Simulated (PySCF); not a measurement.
# SiH₄: calculation against measurement

Isolated SiH₄, optimised in PySCF with density fitting and no spin–orbit coupling; def2 sets carry scalar-relativistic core potentials from Rb on. All levels below give a singlet of Td symmetry: PBE0/def2-TZVP Si–H 1.485 Å (×4); PBE/def2-TZVP Si–H 1.493 Å (×4).

Counting electrons, silicon keeps none of its valence electrons outside its bonds, so the VSEPR class is AX4 and the expected shape is tetrahedral (Td), as computed.

**Question.** The measured mean polarisability is 4.777 Å³ (NIST CCCBDB Release 22 (SRD 101), experimental polarizabilities). What do the calculations give?

**Answer.** PBE0/def2-TZVP 4.35 Å³, PBE/def2-TZVP 4.52 Å³. Basis sets without diffuse functions underestimate polarisabilities.
